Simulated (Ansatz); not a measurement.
# bcc W

Method: r²SCAN+rVV10 in Ansatz (plane waves, PAW).

Numerical settings: plane-wave cutoff 500 eV, 32×32×32 k mesh, Fermi–Dirac smearing 0.1 eV, no spin polarisation, scalar-relativistic PAW data made under PBE.

Cell (relaxed at this level):

W is modelled in the cubic space group Im-3m (No. 229), the bcc (W type) structure, Pearson symbol cI2. Conventional cell: a = b = c = 3.1611 Å, α = β = γ = 90.00°. W on 2a is surrounded by 8 W at 2.738 Å and 6 W at 3.161 Å. (Neighbours: up to the widest gap in distance over summed covalent radii, below 1.35, at either atom.)
(The calculation used a cell of 1 atom; values per cell refer to that cell.)

* **equilibrium volume per atom**: 15.79 Å³/atom
* **lattice parameter a**: 3.161 Å

Measured, for comparison: equilibrium volume per atom 15.78 Å³/atom, lattice constant a 3.16 Å (static lattice: zero-point anharmonic expansion removed; as tabulated in Mejia-Rodriguez and Trickey (2018), arXiv:1807.09216). Computed (rounded) less measured: equilibrium volume per atom +0.1 %, lattice constant a 0.0 %.

Spin–orbit coupling is not included.

Computed values are for the static lattice.

Ansatz is a first-principles code.
